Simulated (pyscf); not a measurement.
Structures and frequencies: ωB97X-D3(BJ)/def2-SVP in PySCF.

Question: Estimate the classical barrier height and the reaction energy of HO–SiH₃ (SMILES O[SiH3]) → HO–SiH: (SMILES O[SiH]) [singlet] + H₂ (SMILES [H][H]) at r²SCAN/def2-TZVP. The step runs on the singlet surface, breaks H–Si, H–Si and forms H–H; take the reactant's lowest minimum found as zero.

Answer: ΔE‡ = 263.0 kJ/mol, ΔE = +213.0 kJ/mol. ωB97M-D3(BJ)/def2-TZVP gives 279.9 kJ/mol and +193.2 kJ/mol. Zero-point energy shifts the barrier by -10.9 kJ/mol. It is a 1,1-elimination, with an imaginary mode of 1326i cm⁻¹. This is the saddle that the search found; another between the same sides may lie lower.
